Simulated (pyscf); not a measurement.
# Four-centre exchange: `[OH][GeH3]` + `[H][H]` → `[OH][GeH3]` + `[H][H]`

Gas phase, singlet surface, charge 0. Bonds broken: O1–H3, H7–H8. Bonds formed: O1–H7, H3–H8. PySCF, gas phase, ωB97X-D3(BJ)/def2-SVP geometries.

Transition state (Å):

```xyz
8

O     -1.3425    -0.6188     0.8057
Ge    -0.2998    -0.1806    -0.6336
H     -1.2784     0.0460     1.7468
H     -1.0838     0.8800    -1.4077
H     -0.1216    -1.4740    -1.4294
H      1.0322     0.3594    -0.1012
H     -0.8230    -1.0131     1.7586
H     -0.7306    -0.3347     2.7561
```

One imaginary mode, 2570i cm⁻¹; descent along it reached the two sides named.

```csv
bond,change,reactant side (Å),saddle,product side
O1–H3,breaks,0.964,1.154,2.438
H7–H8,breaks,0.762,1.210,3.3
O1–H7,forms,2.427,1.155,0.964
H3–H8,forms,3.4,1.210,0.762
```

Electronic energies relative to the separated reactants (kcal/mol):

| level | barrier | reaction energy | reverse barrier |
|---|---|---|---|
| ωB97X-D3(BJ)/def2-TZVP | 67.2 | 0.0 | 67.2 |
| PBE/def2-TZVP | 57.9 | 0.0 | 57.9 |
| r²SCAN/def2-TZVP | 62.7 | 0.0 | 62.7 |
| B3LYP-D3(BJ)/def2-TZVP | 64.7 | 0.0 | 64.7 |
| PBE0-D3(BJ)/def2-TZVP | 62.7 | 0.0 | 62.7 |
| M06-2X/def2-TZVP | 68.2 | 0.0 | 68.2 |
| ωB97M-D3(BJ)/def2-TZVP | 65.2 | 0.0 | 65.2 |
| HF/def2-TZVP | 85.5 | 0.0 | 85.5 |

With ωB97M-D3(BJ)/def2-TZVP energies and thermal terms (ideal gas, 1 atm, RRHO with modes under 100 cm⁻¹ raised to 100, one conformer, R ln 2 for chiral ones without a mode under 150 cm⁻¹), in kcal/mol:

```tsv
T (K)	ΔH‡	ΔG‡	ΔH	ΔG
298	63.0	71.0	0.0	0.0
600	62.4	79.3	0.0	0.0
900	62.4	87.8	0.0	0.0
1200	62.8	96.1	0.0	0.0
```

The same reactants have a lower exit, to GeH₄ + H₂O (barrier +45.9 kcal/mol at ωB97M-D3(BJ)/def2-TZVP, against +65.2 kcal/mol here). One saddle was located; it need not be the lowest between these sides. Elements up to Kr have no core potential and no relativistic terms here.
